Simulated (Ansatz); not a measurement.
Geometry optimisation, UKS PBE0-D4/def2-SVP (Ansatz).

Input:

```yaml
crystal:
  periodic: [false, false, false]
  atoms:
    - { symbol: Si, position_ang: [-0.008051, 0.0, -0.067313] }
    - { symbol: H, position_ang: [0.026377, 0.0, 1.406977] }
    - { symbol: F, position_ang: [1.516274, 0.0, -0.610319] }
    - { symbol: H, position_ang: [-0.695368, 1.226624, -0.554555] }
    - { symbol: H, position_ang: [-0.695368, -1.226624, -0.554555] }
    - { symbol: F, position_ang: [-0.019864, 0.0, 3.517865] }
magnetization:
  spin_polarized: true
  initial_magnetization: 1
basis:
  gaussian: { orbitals: def2-SVP }
hamiltonian:
  xc: pbe0
  dispersion: d4
relax:
  f_tol: 0.03
  max_steps: 50
output:
  orbitals: {}
```

Command:

```bash
$ ansatz run input.yaml --threads 1 --pin off --max-ram 2048MiB --backend cpu --events-out ev --progress --plain --runs-dir out
```

Question: Where does it end, and by what steps?

Answer: The run converged. After 32 steps the energy has fallen by 1.708 eV; H2 moved furthest, 1.47 Å. Parted: Si1–H2 (1.47 → 3.08 Å). Joined: H2–F6 (2.11 → 0.92 Å).

```csv
step,energy less start (eV),largest force component (eV/Å),accepted
0,0.0000,0.702,yes
2,-0.0913,0.588,yes
4,-0.5782,1.852,yes
6,-1.1100,8.044,no
8,-1.5022,0.788,yes
10,-1.5704,0.814,yes
12,-1.5229,2.095,no
14,-1.6196,0.100,yes
16,-1.6282,0.178,yes
18,-1.6539,0.131,yes
20,-1.6233,2.159,no
22,-1.6811,0.205,yes
24,-1.6888,0.146,yes
26,-1.6933,0.898,no
28,-1.7032,0.086,yes
30,-1.7078,0.053,yes
32,-1.7083,0.021,yes
```

```xyz
6
Properties=species:S:1:pos:R:3
Si 0.356 0.000 -0.196
H 0.164 0.000 2.875
F 1.182 0.000 -1.607
H -0.476 1.242 -0.166
H -0.476 -1.241 -0.165
F -0.627 0.000 2.397
```

Run time: 98 s on 1 thread of Intel(R) Xeon(R) Platinum 8259CL CPU @ 2.50GHz (Skylake/Cascade Lake) (shared host), peak memory 0.17 GiB.
